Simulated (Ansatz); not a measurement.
**One shape, several levels: AlH3 (SMILES [AlH3])**

Aim: a comparison of 6 runs (UHF/6-31G*, B3LYP/3-21G, BLYP/3-21G, UB3LYP/6-31G*, wB97M-V/6-31G*, CCSDTQ/6-31G*) of AlH3. 

The calculation is run with Ansatz 0.2.0.

74 further runs of the same task are left out: 3 that didn't finish, 71 set aside as unsound or not needed.

## Step 1: The molecule

The species is AlH3 (4 atoms), meant as a singlet with charge 0. As SMILES, `[AlH3]`. The H3–Al1 distance was set to 3.964 Å, away from the relaxed value. At this shape a bond of the SMILES string is far longer than usual.

Bond lengths: Al1–H2 1.586 Å, Al1–H4 1.586 Å. Angles: H2–Al1–H4 120.0°.

## Step 2: The energy at UHF/6-31G(d) (spherical functions) (run 1)

Contents of run.yaml:

```yaml
crystal:
  periodic: [false, false, false]
  atoms:
    - symbol: Al
      position_ang: [2.045453, 1.211002, -0.170400]
    - symbol: H
      position_ang: [2.664953, 1.896702, 1.118300]
    - symbol: H
      position_ang: [-1.340800, -0.832000, 0.105100]
    - symbol: H
      position_ang: [2.781153, 1.341502, -1.569200]
basis:
  gaussian:
    orbitals: 6-31G_st_-spherical.json
magnetization:
  spin_polarized: true
  initial_magnetization: 0
hamiltonian:
  xc: hf
accuracy: high
```

The basis set 6-31G* is read from a file made from the Basis Set Exchange's data (not shown).

Command:

```
$ ansatz run run.yaml --threads 1 --pin off --max-ram 2610MiB --events-out events.jsonl --progress --plain --runs-dir runs
```

What it wrote:

```text
Warning: RAYON_NUM_THREADS=1 ignored (pool sized by the plan → 1); use --threads N
Functional definition: HF
  name "HF"
  exchange = exact_x
  correlation = 0
437 factors; integrals over basis functions are off by at most 3.6e-9 eV
mean field evaluation 1: about -6620.9864 eV, gradient 9.5e0 eV
mean field evaluation 2: about -6620.9886 eV, gradient 9.5e0 eV
mean field evaluation 4: about -6623.3507 eV, gradient 1.4e0 eV
mean field evaluation 8: about -6623.3902 eV, gradient 1.4e-3 eV
mean field evaluation 16: about -6626.1617 eV, gradient 9.6e-1 eV
mean field evaluation 32: about -6626.1780 eV, gradient 7.9e-9 eV
mean field -6626.17795242 eV, -243.5075483665 hartree, gradient 1.3e-8 eV, S^2 0.984405; 2 other end points of the search recorded, 0 dependent functions left out
reference -6626.17795242 eV, -243.5075483665 hartree; 8, 8 occupied and 16, 16 virtual orbitals, 437 factors
Total energy: -6626.17795242 eV, -243.5075483665 hartree
```

Run time: 0.2 s. Hardware: 1 thread of Arm Neoverse V2, shared host.

## Step 3: A single-point energy at B3LYP/3-21G (run 2)

Contents of input.yaml:

```yaml
crystal:
  periodic: [false, false, false]
  atoms:
    - symbol: Al
      position_ang: [2.045453, 1.211002, -0.170400]
    - symbol: H
      position_ang: [2.664953, 1.896702, 1.118300]
    - symbol: H
      position_ang: [-1.340800, -0.832000, 0.105100]
    - symbol: H
      position_ang: [2.781153, 1.341502, -1.569200]
basis:
  gaussian:
    orbitals: 3-21G.json
hamiltonian:
  xc: {name: B3LYP}
accuracy: high
```

The basis set 3-21G is read from a file made from the Basis Set Exchange's data (not shown).

Command:

```
$ ansatz run input.yaml --threads 1 --pin off --max-ram 2610MiB --events-out events.jsonl --progress --plain --runs-dir runs
```

What it wrote:

```text
Warning: RAYON_NUM_THREADS=1 ignored (pool sized by the plan → 1); use --threads N
Functional definition: B3LYP
  name "B3LYP"
  parameter a0 = 0.2
  parameter ax = 0.72
  parameter ac = 0.81
  exchange = (1 - a0 - ax)*slater_x + ax*b88_x + a0*exact_x
  correlation = (1 - ac)*vwn_rpa_c + ac*lyp_c
360 factors; integrals over basis functions are off by at most 3.7e-9 eV
mean field evaluation 1: about -6600.0402 eV, gradient 1.8e1 eV
mean field evaluation 2: about -6593.0872 eV, gradient 2.1e1 eV
mean field evaluation 4: about -6603.5621 eV, gradient 7.8e0 eV
mean field evaluation 8: about -6603.5621 eV, gradient 7.8e0 eV
mean field evaluation 16: about -6604.0971 eV, gradient 1.1e-5 eV
mean field -6604.09707654 eV, -242.6960911451 hartree, gradient 1.7e-8 eV, S^2 0.000000; 0 other end points of the search recorded, 0 dependent functions left out
reference -6604.09711249 eV, -242.6960924663 hartree; 8, 8 occupied and 11, 11 virtual orbitals, 360 factors
Total energy: -6604.09711249 eV, -242.6960924663 hartree
```

Wall time 0.7 s (1 thread of Arm Neoverse V2, shared host).

Runs 3 to 5 aren't shown in full; the table further down has their settings and results.

## Step 4: A single-point energy at CCSDTQ/6-31G(d) (spherical functions) (run 6)

Contents of in.yaml:

```yaml
crystal:
  periodic: [false, false, false]
  atoms:
    - {symbol: Al, position_ang: [2.045453, 1.211002, -0.170400]}
    - {symbol: H, position_ang: [2.664953, 1.896702, 1.118300]}
    - {symbol: H, position_ang: [-1.340800, -0.832000, 0.105100]}
    - {symbol: H, position_ang: [2.781153, 1.341502, -1.569200]}
basis:
  gaussian: {orbitals: 6-31G_st_-spherical.json}
accuracy: high
correlation: {method: ccsdtq, frozen_orbitals: {Al: 5, H: 0}}
scf: {omitted_lower_state_checks: [cluster_reference, increment]}
total_charge: 0
```

The basis set 6-31G* is read from a file made from the Basis Set Exchange's data (not shown).

Command:

```
$ ansatz run in.yaml --threads 1 --pin off --max-ram 2610MiB --events-out events.jsonl --progress --plain --runs-dir runs
```

What it wrote:

```text
Warning: RAYON_NUM_THREADS=1 ignored (pool sized by the plan → 1); use --threads N
[... 12 lines left out ...]
5 core orbitals not correlated: weight in the atoms' cores, before any rotation towards them, 1.000 or more for the frozen orbitals, at most 0.000 for the correlated occupied ones
[... 34 lines left out ...]
WARN: these amplitudes may be one of several solutions (largest doubles amplitude 0.79, level shift 4.59 eV)
Total energy: -6627.78422709 eV, -243.5665778720 hartree
Checks for a lower state left out: cluster_reference, increment
```

Run time: 4.2 s. Hardware: 1 thread of Arm Neoverse V2, shared host; peak memory 0.11 GiB.

## Step 5: All runs side by side

```
run                                 level  frozen core orbitals  energy (Eh)  wall time
  1      UHF/6-31G* (spherical functions)                     –  -243.507548      0.2 s
  2                           B3LYP/3-21G                     –  -242.696092      0.7 s
  3                            BLYP/3-21G                     –  -242.673376     0.66 s
  4   UB3LYP/6-31G* (spherical functions)                     –  -244.068213      2.9 s
  5  wB97M-V/6-31G* (spherical functions)                     –  -243.955811      9.9 s
  6   CCSDTQ/6-31G* (spherical functions)                     5  -243.566578      4.2 s
```

## Step 6: What came out

| quantity | value |
| --- | --- |
| run 6: total energy | -243.56658 Eh |
| run 6: correlation energy (5 core orbitals frozen) | -161.5 mEh |
| run 6: T1 diagnostic | 0.100 |

In words: Totals of different functionals can't be ranked against each other. In run 6 the log says that unrestricted orbitals would lower the reference, so the values rest on an unstable closed-shell determinant (other closed-shell runs at this shape may share the fault). Spin contamination of the reference: run 1 ⟨S²⟩ = 0.98, run 4 ⟨S²⟩ = 0.93. Where it is this large, the reference is a mixture of spin states, and values that rest on it are in doubt. All runs together took 19 s, the longest 9.9 s.
